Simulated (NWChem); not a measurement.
# AlHSCl (SMILES [SH][Al][Cl]) at UMP2/def2-SVP

What is the vertical ionisation energy of AlHSCl at UMP2/def2-SVP? 

The results are computed with NWChem 7.3.0.

8 further runs of the same task are left out: 8 set aside as unsound or not needed.

## Step 1: The structure to begin with

The species is AlHSCl (4 atoms), meant as a doublet with charge 0. As SMILES, `[SH][Al][Cl]`. The coordinates come from a PBE0-D4/def2-TZVP relaxation.

Bond lengths: S1–Al2 2.193 Å, Al2–Cl3 2.107 Å, S1–H4 1.345 Å. Angles: S1–Al2–Cl3 115.5°, Al2–S1–H4 92.8°.

## Step 2: The energy at UMP2/def2-SVP

sp.nw

```
start sp
memory total 2200 mb

geometry units angstroms noautosym nocenter noautoz
S     0.439800    0.984900   -0.744700
Al   -0.394100   -0.525900    0.609100
Cl    0.226200   -2.507400    0.251000
H    -0.216400    1.988100   -0.135600
end

basis "ao basis" spherical bse
* library def2-SVP
end

scf
nopen 1
uhf
thresh 0.01
maxiter 80
noprint "final vectors analysis"
end

mp2
freeze core 15
tight
end

task mp2 energy
```

Run with:

```console
$ nwchem sp.nw > sp.out
```

Log:

```text
[...]
  functions       =    59
[...]
  wavefunction    = UHF
[...]
         Total SCF energy =  -1099.276284663374
      One electron energy =  -1833.915882368344
      Two electron energy =    578.484702054712
 Nuclear repulsion energy =    156.154895650258
                       Sz =      0.5000
                 Sz(Sz+1) =      0.7500
                      S^2 =      0.7546
[...]
          Total MP2 energy         -1099.578682795168
[...]
```

Wall time 3.6 s (1 thread of AMD EPYC 9R45 (Zen 5), shared host); peak memory 0.12 GiB.

## Step 3: The singlet cation, same level

alclhs.xyz

```xyz
4

S      0.439800     0.984900    -0.744700
Al    -0.394100    -0.525900     0.609100
Cl     0.226200    -2.507400     0.251000
H     -0.216400     1.988100    -0.135600
```

alclhs.nw

```
start alclhs
memory stack 880 mb heap 220 mb global 1100 mb
charge 1

geometry noautosym nocenter noautoz
  load alclhs.xyz
end

basis spherical bse
  * library def2-SVP
end

scf
  nopen 0
  rhf
  thresh 0.01
  maxiter 80
  noprint "final vectors analysis"
end

mp2
  freeze core 15
  tight
end

task mp2 energy
```

Run with:

```console
$ nwchem alclhs.nw > alclhs.out
```

Log:

```text
[...]
  functions       =    59
[...]
  wavefunction    = RHF
[...]
         Total SCF energy =  -1098.971423546087
      One-electron energy =  -1822.801163535958
      Two-electron energy =    567.674844339612
 Nuclear repulsion energy =    156.154895650258
        Time for solution =      1.9s
[...]
          Total MP2 energy         -1099.281315186211
[...]
```

Run time: 2.7 s. Hardware: 1 thread of AMD EPYC 9R45 (Zen 5), shared host; peak memory 0.12 GiB.

## Step 4: What came out

Level: UMP2/def2-SVP, 15 core orbitals frozen.

| quantity | value |
| --- | --- |
| doublet AlHSCl: total energy | -1099.57868 Eh |
| doublet AlHSCl: correlation energy (15 core orbitals frozen) | -302.4 mEh |
| doublet AlHSCl: ⟨S²⟩ of the reference determinant | 0.755 |
| singlet cation: total energy | -1099.28132 Eh |
| singlet cation: correlation energy (15 core orbitals frozen) | -309.9 mEh |
| vertical ionisation energy (to the singlet cation) | 8.092 eV |

What this shows: Removing an electron at fixed nuclei costs 8.09 eV (781 kJ/mol). Only the singlet of the ionised species was computed; a triplet could lie lower. Mulliken charges (doublet AlHSCl) run from -0.38 on Cl3 to +0.65 on Al2; they depend strongly on the basis.
